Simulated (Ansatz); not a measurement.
# C₄H₇ClO: up Jacob's ladder to CCSD(T)

How much do the methods differ for C₄H₇ClO? The plan is to run it at one geometry with functionals of several rungs and with coupled cluster, and see how far each lands from CCSD(T) at the basis-set limit for the atomisation energy.

The runs use Ansatz 0.2.0, Gaussian basis; functionals in def2-TZVPP, the program's frozen cores in correlated methods.

Plan: PBE-D4, r2SCAN-D4, PBE0-D4, B3LYP-D4, ωB97X-V, ωB97M-V, B2PLYP; CCSD(T)/def2-TZVPP; MP2/def2-QZVPP; extrapolation to the limit.

## (1) The geometry

All runs share one geometry, relaxed beforehand with PBE0-D4 in a triple-zeta def2 set.

SMILES `C/C(Cl)=C/CO`, 13 atoms, charge 0, spin multiplicity 1.

Atoms are counted from 1 here; the program's logs count them from 0.

Bond lengths: C1–C2 1.487 Å, C1–H7 1.093 Å, C1–H8 1.093 Å, C1–H9 1.091 Å, C2–Cl3 1.742 Å, C2–C4 1.328 Å, C4–C5 1.489 Å, C4–H10 1.087 Å, C5–O6 1.417 Å, C5–H11 1.094 Å, C5–H12 1.095 Å, O6–H13 0.961 Å. Angles: C2–C1–H7 110.7°, C2–C1–H8 110.6°, C2–C1–H9 110.3°, H7–C1–H8 107.2°, H7–C1–H9 108.9°, H8–C1–H9 109.0°, C1–C2–Cl3 113.1°, C1–C2–C4 125.6°, Cl3–C2–C4 121.3°, C2–C4–C5 127.8°, C2–C4–H10 116.4°, C5–C4–H10 115.8°, C4–C5–O6 111.6°, C4–C5–H11 109.8°, C4–C5–H12 110.6°, O6–C5–H11 105.3°, O6–C5–H12 111.6°, H11–C5–H12 107.6° and more.

Coordinates:

```
C    -1.9744    0.7226   -0.4122
C    -0.7571    0.2271    0.2827
Cl   -0.7889    0.5073    2.0018
C     0.2715   -0.3799   -0.2981
C     1.5222   -0.8725    0.3435
O     2.6736   -0.2951   -0.2466
H    -2.8685    0.2254   -0.0274
H    -2.1032    1.7953   -0.2458
H    -1.9002    0.5359   -1.4843
H     0.2112   -0.5080   -1.3761
H     1.6233   -1.9494    0.1816
H     1.4949   -0.7006    1.4241
H     2.6159    0.6570   -0.1285
```

## (2) PBE-D4 (GGA)

in.yaml

```yaml
crystal:
  periodic: [false, false, false]
  atoms:
    - {symbol: C, position_ang: [-1.974391, 0.722629, -0.412186]}
    - {symbol: C, position_ang: [-0.757071, 0.227108, 0.282728]}
    - {symbol: Cl, position_ang: [-0.788883, 0.507291, 2.001824]}
    - {symbol: C, position_ang: [0.271494, -0.379898, -0.298055]}
    - {symbol: C, position_ang: [1.522207, -0.872457, 0.343476]}
    - {symbol: O, position_ang: [2.673623, -0.295095, -0.246604]}
    - {symbol: H, position_ang: [-2.868519, 0.225423, -0.027369]}
    - {symbol: H, position_ang: [-2.103173, 1.795294, -0.245848]}
    - {symbol: H, position_ang: [-1.900176, 0.535939, -1.484293]}
    - {symbol: H, position_ang: [0.211153, -0.507970, -1.376118]}
    - {symbol: H, position_ang: [1.623307, -1.949416, 0.181626]}
    - {symbol: H, position_ang: [1.494945, -0.700634, 1.424114]}
    - {symbol: H, position_ang: [2.615884, 0.656986, -0.128497]}
basis:
  gaussian: {orbitals: def2-TZVPP}
hamiltonian: {xc: pbe, dispersion: d4}
output: {forces: true, orbitals: {seedname: orbitals}}
```

On the command line:

```
$ ansatz run in.yaml --threads 2 --pin off --events-out ev --progress --plain --max-ram 32768MiB --backend cuda --devices 0, --max-vram 18GiB
```

After this run come: r2SCAN-D4 (meta-GGA); PBE0-D4 (hybrid); B3LYP-D4 (hybrid); ωB97X-V (range-separated); ωB97M-V (range-separated); B2PLYP (double hybrid); CCSD(T) in def2-TZVPP; MP2 in def2-QZVPP.

Q: Predict the results of all the runs planned. Wanted: atomisation energy, CCSD(T)/CBS; farthest; mean size of error, hybrid; mean size of error, range-separated; gap, smallest and largest; T1 diagnostic; triples share of the correlation energy.

As calculated:

| quantity | value |
| --- | --- |
| atomisation energy, CCSD(T)/CBS | 5169.5 kJ/mol |
| functionals within 25.8 kJ/mol (0.5 %) | r2SCAN-D4, B3LYP-D4, ωB97X-V, ωB97M-V |
| farthest | PBE-D4 (+154.0 kJ/mol) |
| mean size of error, hybrid | 26.4 kJ/mol |
| mean size of error, range-separated | 10.1 kJ/mol |
| gap, smallest and largest | 4.81 eV (PBE-D4), 11.53 eV (ωB97X-V) |
| T1 diagnostic | 0.0103 |
| triples share of the correlation energy | 4.1 % |

What this shows: PBE-D4 is off by +154.0 kJ/mol. Double hybrids carry the basis error of their MP2 part in triple zeta, and no dispersion term here, so their miss is partly the set-up's. The reference freezes the cores and leaves out relativity and excitations past (T), so misses under about 25.8 kJ/mol can't be ranked. Hartree-Fock recovers 72 % of the binding; the rest is correlation. The gap grows from 4.8 to 11.5 eV across the functionals, mostly with the share of exact exchange.
